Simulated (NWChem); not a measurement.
The numbers come from NWChem runs, not from measurements. System: silicon monoxide (OSi), charge 0, spin multiplicity 1, at a geometry optimised with PBE/def2-SVP. Level: PBE0/def2-TZVP.

The NWChem input:

```
start mol
memory heap 200 mb stack 800 mb global 1000 mb
geometry units angstroms nocenter noautoz
  Si     0.000000     0.000000     0.561877
  O      0.000000     0.000000    -0.983285
  symmetry group C2v
end
basis spherical
  * library def2-tzvp
end
dft
  xc pbe0
  semidirect memsize 60000000 filesize 0
  iterations 100
end
task dft energy
```

NWChem printed:

```
             Northwest Computational Chemistry Package (NWChem) 7.3.0
             --------------------------------------------------------

                                NWChem Input Module
                                -------------------

 Scaling coordinates for geometry "geometry" by  1.889725989
 (inverse scale =  0.529177249)

 Turning off AUTOSYM since
 SYMMETRY directive was detected!

                             Geometry "geometry" -> ""
                             -------------------------

 Output coordinates in angstroms (scale by  1.889725989 to convert to a.u.)

  No.       Tag          Charge          X              Y              Z
 ---- ---------------- ---------- -------------- -------------- --------------
    1 Si                  14.0000     0.00000000     0.00000000     0.56187700
    2 O                    8.0000     0.00000000     0.00000000    -0.98328500

 Effective nuclear repulsion energy (a.u.)      38.3570472792

            Nuclear Dipole moment (a.u.)
            ----------------------------
        X                 Y               Z
 ---------------- ---------------- ----------------
     0.0000000000     0.0000000000    -0.0000037795

      Symmetry information
      --------------------

 Group name             C2v
 Group number             16
 Group order               4
 No. of unique centers     2

      Symmetry unique atoms

     1    2


 Summary of "ao basis" -> "" (spherical)
 ------------------------------------------------------------------------------
       Tag                 Description            Shells   Functions and Types
 ---------------- ------------------------------  ------  ---------------------
 *                         def2-tzvp                  on all atoms

                                 NWChem DFT Module
                                 -----------------

 Summary of "ao basis" -> "ao basis" (spherical)
 ------------------------------------------------------------------------------
       Tag                 Description            Shells   Functions and Types
 ---------------- ------------------------------  ------  ---------------------
 Si                        def2-tzvp                13       37   5s5p2d1f
 O                         def2-tzvp                11       31   5s3p2d1f

 Summary of "ao basis" -> "ao basis" (spherical)
 ------------------------------------------------------------------------------
       Tag                 Description            Shells   Functions and Types
 ---------------- ------------------------------  ------  ---------------------
 Si                        def2-tzvp                13       37   5s5p2d1f
 O                         def2-tzvp                11       31   5s3p2d1f

      Symmetry analysis of basis
      --------------------------

        a1         30
        a2          6
        b1         16
        b2         16

            General Information
            -------------------
          SCF calculation type: DFT
          Wavefunction type:  closed shell.
          No. of atoms     :     2
          No. of electrons :    22
           Alpha electrons :    11
            Beta electrons :    11
          Charge           :     0
          Spin multiplicity:     1
          Use of symmetry is: on ; symmetry adaption is: on
          Maximum number of iterations: 100
          AO basis - number of functions:    68
                     number of shells:    24
          Convergence on energy requested:  1.00D-06
          Convergence on density requested:  1.00D-05
          Convergence on gradient requested:  5.00D-04

              XC Information
              --------------
                         PBE0 Method XC Functional
                     Hartree-Fock (Exact) Exchange  0.250
          PerdewBurkeErnzerhof Exchange Functional  0.750
            Perdew 1991 LDA Correlation Functional  1.000 local
           PerdewBurkeErnz. Correlation Functional  1.000 non-local

             Grid Information
             ----------------
          Grid used for XC integration:  medium
          Radial quadrature: Mura-Knowles
          Angular quadrature: Lebedev.
          Tag              B.-S. Rad. Rad. Pts. Rad. Cut. Ang. Pts.
          ---              ---------- --------- --------- ---------
          Si                  1.10       88           7.0       590
          O                   0.60       49           7.0       434
          Grid pruning is: on
          Number of quadrature shells:   137
          Spatial weights used:  Erf1

          Convergence Information
          -----------------------
          Convergence aids based upon iterative change in
          total energy or number of iterations.
          Levelshifting, if invoked, occurs when the
          HOMO/LUMO gap drops below (HL_TOL):  1.00D-02
          DIIS, if invoked, will attempt to extrapolate
          using up to (NFOCK): 10 stored Fock matrices.

                    Damping( 0%)  Levelshifting(0.5)       DIIS
                  --------------- ------------------- ---------------
          dE  on:    start            ASAP                start
          dE off:    2 iters        100 iters           100 iters

      Screening Tolerance Information
      -------------------------------
          Density screening/tol_rho:  1.00D-10
          AO Gaussian exp screening on grid/accAOfunc:  14
          CD Gaussian exp screening on grid/accCDfunc:  20
          XC Gaussian exp screening on grid/accXCfunc:  20
          Schwarz screening/accCoul:  1.00D-08

      Superposition of Atomic Density Guess
      -------------------------------------

 Sum of atomic energies:        -363.61971774

      Non-variational initial energy
      ------------------------------

 Total energy =    -363.618295
 1-e energy   =    -579.746391
 2-e energy   =     177.771049
 HOMO         =      -0.352671
 LUMO         =      -0.032285

      Symmetry analysis of molecular orbitals - initial
      -------------------------------------------------

 !! scf_movecs_sym_adapt:   44 vectors were symmetry contaminated

  Symmetry fudging

 !! scf_movecs_sym_adapt:   40 vectors were symmetry contaminated

  Numbering of irreducible representations:

     1 a1          2 a2          3 b1          4 b2

  Orbital symmetries:

     1 a1          2 a1          3 a1          4 a1          5 b1
     6 b2          7 a1          8 a1          9 b2         10 b1
    11 a1         12 b2         13 b1         14 a1         15 a1
    16 b2         17 b1         18 a1         19 a1         20 a2
    21 b1

------------------------------------------------------------
EAF file 0: "./mol.aoints.0" size=524288 bytes
------------------------------------------------------------
               write      read    awrite     aread      wait
               -----      ----    ------     -----      ----
     calls:        1         0         0         0         0
   data(b): 5.24e+05  0.00e+00  0.00e+00  0.00e+00
   time(s): 0.00e+00  0.00e+00  0.00e+00  0.00e+00  0.00e+00
rate(mb/s): 0.00e+00  0.00e+00
------------------------------------------------------------

 !! scf_movecs_sym_adapt:   12 vectors were symmetry contaminated

  Symmetry fudging

 !! scf_movecs_sym_adapt:    6 vectors were symmetry contaminated

   convergence    iter        energy       DeltaE   RMS-Dens  Diis-err    time
 ---------------- ----- ----------------- --------- --------- ---------  ------
 d= 0,ls=0.0,diis     1   -364.3945106810 -4.03D+02  2.88D-02  1.32D+00     1.2

 !! scf_movecs_sym_adapt:    6 vectors were symmetry contaminated

  Symmetry fudging

 !! scf_movecs_sym_adapt:    6 vectors were symmetry contaminated

 d= 0,ls=0.0,diis     2   -362.1787771191  2.22D+00  2.26D-02  1.67D+01     1.2

 !! scf_movecs_sym_adapt:    6 vectors were symmetry contaminated

  Symmetry fudging

 !! scf_movecs_sym_adapt:    6 vectors were symmetry contaminated

 d= 0,ls=0.0,diis     3   -364.5554890681 -2.38D+00  1.63D-03  1.03D-02     1.3

 !! scf_movecs_sym_adapt:    6 vectors were symmetry contaminated

  Symmetry fudging

 !! scf_movecs_sym_adapt:    6 vectors were symmetry contaminated

 d= 0,ls=0.0,diis     4   -364.5566029623 -1.11D-03  3.31D-04  1.93D-03     1.4

 !! scf_movecs_sym_adapt:   14 vectors were symmetry contaminated

  Symmetry fudging

 !! scf_movecs_sym_adapt:    6 vectors were symmetry contaminated

 d= 0,ls=0.0,diis     5   -364.5568053022 -2.02D-04  8.84D-05  1.33D-04     1.4

 !! scf_movecs_sym_adapt:   12 vectors were symmetry contaminated

  Symmetry fudging

 !! scf_movecs_sym_adapt:    6 vectors were symmetry contaminated

  Resetting Diis
 d= 0,ls=0.0,diis     6   -364.5568221251 -1.68D-05  1.46D-05  4.82D-06     1.5

 !! scf_movecs_sym_adapt:   30 vectors were symmetry contaminated

  Symmetry fudging

 !! scf_movecs_sym_adapt:   18 vectors were symmetry contaminated

 d= 0,ls=0.0,diis     7   -364.5568226061 -4.81D-07  2.89D-06  9.13D-08     1.5

         Total DFT energy =     -364.556822606079
      One electron energy =     -581.381746593113
           Coulomb energy =      207.701503250908
    Exchange-Corr. energy =      -29.233626543037
 Nuclear repulsion energy =       38.357047279163

 Numeric. integr. density =       21.999998548885

     Total iterative time =      1.1s

                  Occupations of the irreducible representations
                  ----------------------------------------------

                     irrep           alpha         beta
                     --------     --------     --------
                     a1                7.0          7.0
                     a2                0.0          0.0
                     b1                2.0          2.0
                     b2                2.0          2.0

                       DFT Final Molecular Orbital Analysis
                       ------------------------------------

 Vector    9  Occ=2.000000D+00  E=-3.409382D-01  Symmetry=b1
              MO Center=  2.2D-15, -7.6D-31, -7.1D-01, r^2= 1.1D+00
   Bfn.  Coefficient  Atom+Function         Bfn.  Coefficient  Atom+Function
  ----- ------------  ---------------      ----- ------------  ---------------
    43      0.409147  2 O  px                46      0.347438  2 O  px
    49      0.220425  2 O  px                15      0.219233  1 Si px
    18      0.099974  1 Si px                 6     -0.083813  1 Si px
    12      0.082275  1 Si px                24      0.060770  1 Si d  1
    29      0.049588  1 Si d  1               9     -0.041818  1 Si px

 Vector   10  Occ=2.000000D+00  E=-3.409382D-01  Symmetry=b2
              MO Center=  3.4D-31, -1.2D-15, -7.1D-01, r^2= 1.1D+00
   Bfn.  Coefficient  Atom+Function         Bfn.  Coefficient  Atom+Function
  ----- ------------  ---------------      ----- ------------  ---------------
    44      0.409147  2 O  py                47      0.347438  2 O  py
    50      0.220425  2 O  py                16      0.219233  1 Si py
    19      0.099974  1 Si py                 7     -0.083813  1 Si py
    13      0.082275  1 Si py                22     -0.060770  1 Si d -1
    27     -0.049588  1 Si d -1              10     -0.041818  1 Si py

 Vector   11  Occ=2.000000D+00  E=-3.227361D-01  Symmetry=a1
              MO Center= -7.1D-16,  1.2D-15,  1.8D-01, r^2= 2.3D+00
   Bfn.  Coefficient  Atom+Function         Bfn.  Coefficient  Atom+Function
  ----- ------------  ---------------      ----- ------------  ---------------
     5      0.436335  1 Si s                 45     -0.332321  2 O  pz
    17      0.297384  1 Si pz                 4      0.277482  1 Si s
    48     -0.268995  2 O  pz                51     -0.182634  2 O  pz
     3     -0.171565  1 Si s                 14      0.140912  1 Si pz
     8     -0.132724  1 Si pz                20      0.077512  1 Si pz

 Vector   12  Occ=0.000000D+00  E=-7.553096D-02  Symmetry=b1
              MO Center=  8.5D-16,  2.0D-31,  6.0D-01, r^2= 2.9D+00
   Bfn.  Coefficient  Atom+Function         Bfn.  Coefficient  Atom+Function
  ----- ------------  ---------------      ----- ------------  ---------------
    18      0.536804  1 Si px                15      0.454033  1 Si px
    49     -0.226374  2 O  px                43     -0.219667  2 O  px
    46     -0.171259  2 O  px                 6     -0.141466  1 Si px
    12      0.137522  1 Si px                29     -0.115095  1 Si d  1
     9     -0.068133  1 Si px                24     -0.061344  1 Si d  1

 Vector   13  Occ=0.000000D+00  E=-7.553096D-02  Symmetry=b2
              MO Center= -1.6D-31, -2.2D-15,  6.0D-01, r^2= 2.9D+00
   Bfn.  Coefficient  Atom+Function         Bfn.  Coefficient  Atom+Function
  ----- ------------  ---------------      ----- ------------  ---------------
    19      0.536804  1 Si py                16      0.454033  1 Si py
    50     -0.226374  2 O  py                44     -0.219667  2 O  py
    47     -0.171259  2 O  py                 7     -0.141466  1 Si py
    13      0.137522  1 Si py                27      0.115095  1 Si d -1
    10     -0.068133  1 Si py                22      0.061344  1 Si d -1

 Vector   14  Occ=0.000000D+00  E= 2.915157D-02  Symmetry=a1
              MO Center= -5.1D-16,  1.0D-17,  6.4D-01, r^2= 4.4D+00
   Bfn.  Coefficient  Atom+Function         Bfn.  Coefficient  Atom+Function
  ----- ------------  ---------------      ----- ------------  ---------------
    20      1.038613  1 Si pz                42      0.796579  2 O  s
     5     -0.687440  1 Si s                 17      0.241342  1 Si pz
    51      0.185385  2 O  pz                28      0.148706  1 Si d  0
    40      0.143787  2 O  s                 23      0.136465  1 Si d  0
    45      0.115149  2 O  pz                48      0.106817  2 O  pz

 center of mass
 --------------
 x =   0.00000000 y =   0.00000000 z =  -0.00034216

 moments of inertia (a.u.)
 ------------------
          86.766669499001           0.000000000000           0.000000000000
           0.000000000000          86.766669499001           0.000000000000
           0.000000000000           0.000000000000           0.000000000000

     Multipole analysis of the density
     ---------------------------------

     L   x y z        total         alpha         beta         nuclear
     -   - - -        -----         -----         ----         -------
     0   0 0 0     -0.000000    -11.000000    -11.000000     22.000000

     1   1 0 0     -0.000000     -0.000000     -0.000000      0.000000
     1   0 1 0     -0.000000     -0.000000     -0.000000      0.000000
     1   0 0 1      1.251547      0.625776      0.625776     -0.000004

     2   2 0 0    -12.119855     -6.059928     -6.059928      0.000000
     2   1 1 0     -0.000000     -0.000000     -0.000000      0.000000
     2   1 0 1     -0.000000     -0.000000     -0.000000      0.000000
     2   0 2 0    -12.119855     -6.059928     -6.059928      0.000000
     2   0 1 1     -0.000000     -0.000000     -0.000000      0.000000
     2   0 0 2    -15.058272    -29.231700    -29.231700     43.405129

 Task  times  cpu:        1.5s     wall:        1.5s

 Total times  cpu:        1.6s     wall:        1.6s
```
